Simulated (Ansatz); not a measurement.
# SiCF (doublet): wave-function methods side by side, def2-QZVPP

One table from this session's results is given with a row withheld; the runs are named, their logs left out.

Computed with Ansatz 0.2.0, Gaussian basis. Level: def2-QZVPP, core rule «outside noble gas», up to 7 orbitals frozen.

Plan: UHF; ROHF; CCSD(T) on UHF.

2 further runs of the same task are left out: 2 set aside as unsound or not needed. Runs told in other sessions of the task aren't counted.

## The system

The geometry is a PBE0/def2-TZVP stationary point (not a proven minimum).

3 atoms, charge 0, spin multiplicity 2.

Atoms are counted from 1 here; the program's logs count them from 0.

Bond lengths: F1–C2 1.276 Å, C2–Si3 1.687 Å. Angles: F1–C2–Si3 180.0°.

Geometry (Å):

```xyz
3
CFSi
F     0.0000    0.0000   -1.4130
C     0.0000    0.0000   -0.1368
Si    0.0000    0.0000    1.5499
```

The first run:

in.yaml reads:

```yaml
crystal:
  periodic: [false, false, false]
  atoms:
    - {symbol: F, position_ang: [0.000000, 0.000000, -1.413044]}
    - {symbol: C, position_ang: [0.000000, 0.000000, -0.136834]}
    - {symbol: Si, position_ang: [0.000000, 0.000000, 1.549877]}
basis:
  gaussian: {orbitals: "def2-QZVPP.json"}
magnetization: {spin_polarized: true, initial_magnetization: 1}
hamiltonian: {xc: hf}
output: {orbitals: {seedname: orbitals}}
```

Run with:

```
> ansatz run in.yaml --threads 1 --pin off --events-out ev --progress --plain --max-ram 2393MiB
```

Steps of the session up to this table: UHF; ROHF; CCSD(T) on UHF.

One of the session's tables, all rows but one given; the rest of the session is left out.

| method | from UCCSD(T) (meV) |
| --- | --- |
| ROHF | +15043.1 |
| UHF | +14815.3 |
| UMP2 | +1514.0 |
| UCCSD | ? |
| UCCSD(T) | 0 |

Estimate the missing values for UCCSD.

The run gave: from UCCSD(T) (meV): +688.3. In the column «from UCCSD(T) (meV)» it lies between UCCSD(T) (0) and UMP2 (+1514.0).
